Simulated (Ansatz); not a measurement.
# revPBE/aug-cc-pVTZ run of OH− (hydroxide)

What is the energy change on altering one bond length of OH− (hydroxide) at revPBE/aug-cc-pVTZ? 

The results are computed with Ansatz 0.2.0.

## 1. The system as given

OH− has 2 atoms, charge -1, and is taken as a singlet. SMILES: `[OH-]`. The coordinates come from a PBE0-D4/def2-TZVPD relaxation.

Bond lengths: O1–H2 0.964 Å.

## 2. A single-point energy at revPBE/aug-cc-pVTZ

File run.yaml:

```yaml
crystal:
  periodic: [false, false, false]
  atoms:
    - {symbol: O, position_ang: [0.411800, -0.131800, 0.212500]}
    - {symbol: H, position_ang: [-0.411800, 0.131800, -0.212500]}
basis:
  gaussian:
    orbitals: aug-cc-pVTZ
total_charge: -1
hamiltonian:
  xc: {name: revPBE}
accuracy: high
output:
  orbitals: {seedname: orbitals}
```

Command:

```sh
$ ansatz run run.yaml --threads 1 --pin off --max-ram 3480MiB --events-out events.jsonl --progress --plain --runs-dir runs
```

Log:

```text
Warning: RAYON_NUM_THREADS=1 ignored (pool sized by the plan → 1); use --threads N
Functional definition: revPBE
  name "revPBE"
  parameter kappa = 1.245
  parameter beta = 0.06672455060314922
  exchange = pbe_x(kappa = kappa, mu = beta*pi^2/3)
  correlation = pbe_c(beta = beta)
898 factors; integrals over basis functions are off by at most 3.4e-9 eV
mean field evaluation 1: about -2017.8740 eV, gradient 1.1e2 eV
mean field evaluation 2: about -1986.1070 eV, gradient 2.3e2 eV
mean field evaluation 4: about -2060.7621 eV, gradient 3.2e1 eV
mean field evaluation 8: about -2062.9304 eV, gradient 4.7e-1 eV
mean field evaluation 16: about -2062.9313 eV, gradient 5.6e-6 eV
mean field evaluation 32: about -2040.5413 eV, gradient 6.3e1 eV
mean field -2062.93131211 eV, -75.8113274150 hartree, gradient 6.8e-8 eV, S^2 0.000000; 3 other end points of the search recorded, 0 dependent functions left out
reference -2062.93131511 eV, -75.8113275253 hartree; 5, 5 occupied and 64, 64 virtual orbitals, 898 factors
Total energy: -2062.93131511 eV, -75.8113275253 hartree
```

Run time: 2.7 s. Hardware: 1 thread of Arm Neoverse V1, shared host; peak memory 0.11 GiB.

## 3. The distorted shape

File input.yaml:

```yaml
crystal:
  periodic: [false, false, false]
  atoms:
    - symbol: O
      position_ang: [0.823580, -0.263594, 0.424990]
    - symbol: H
      position_ang: [-0.411800, 0.131800, -0.212500]
basis:
  gaussian:
    orbitals: aug-cc-pVTZ
accuracy: high
output:
  orbitals: {seedname: orbitals}
total_charge: -1
hamiltonian:
  xc: {name: revPBE}
```

Command:

```sh
$ ansatz run input.yaml --threads 1 --pin off --max-ram 3480MiB --events-out events.jsonl --progress --plain --runs-dir runs
```

Log:

```text
Warning: RAYON_NUM_THREADS=1 ignored (pool sized by the plan → 1); use --threads N
Functional definition: revPBE
  name "revPBE"
  parameter kappa = 1.245
  parameter beta = 0.06672455060314922
  exchange = pbe_x(kappa = kappa, mu = beta*pi^2/3)
  correlation = pbe_c(beta = beta)
928 factors; integrals over basis functions are off by at most 3.4e-9 eV
mean field evaluation 1: about -1991.7311 eV, gradient 1.4e2 eV
mean field evaluation 2: about -1946.1539 eV, gradient 2.7e2 eV
mean field evaluation 4: about -2055.4289 eV, gradient 5.2e1 eV
mean field evaluation 8: about -2060.9502 eV, gradient 2.5e0 eV
mean field evaluation 16: about -2060.9612 eV, gradient 7.9e-5 eV
mean field evaluation 32: about -2052.4281 eV, gradient 5.5e-2 eV
mean field -2060.96117888 eV, -75.7389263541 hartree, gradient 2.3e-8 eV, S^2 0.000000; 3 other end points of the search recorded, 0 dependent functions left out
reference -2060.96118284 eV, -75.7389264997 hartree; 5, 5 occupied and 64, 64 virtual orbitals, 928 factors
Total energy: -2060.96118284 eV, -75.7389264997 hartree
```

Wall time 2.3 s (1 thread of Arm Neoverse V1, shared host); peak memory 0.11 GiB.

## 4. Summary of results

At revPBE/aug-cc-pVTZ:

```
                                                              quantity         value
                                             first shape: total energy  -75.81133 Eh
                                              first shape: HOMO energy       2.28 eV
                                              first shape: LUMO energy       3.64 eV
    first shape: HOMO–LUMO gap (to an unbound level, set by the basis)       1.36 eV
                                         distorted shape: total energy  -75.73893 Eh
                                          distorted shape: HOMO energy       2.05 eV
                                          distorted shape: LUMO energy       3.34 eV
distorted shape: HOMO–LUMO gap (to an unbound level, set by the basis)       1.29 eV
     energy change with the O1–H2 bond stretched from 0.964 to 1.445 Å      1.970 eV
```

In words: With the O1–H2 bond stretched from 0.964 to 1.445 Å the energy rises by 1.97 eV (45 kcal/mol). The first shape isn't relaxed at this level, so the change isn't measured from a minimum. The HOMO (first shape) lies at positive energy, 2.28 eV, as semi-local functionals often give for anions; only total energies tell whether the electron is bound. The HOMO (distorted shape) lies at positive energy, 2.05 eV, as semi-local functionals often give for anions; only total energies tell whether the electron is bound.
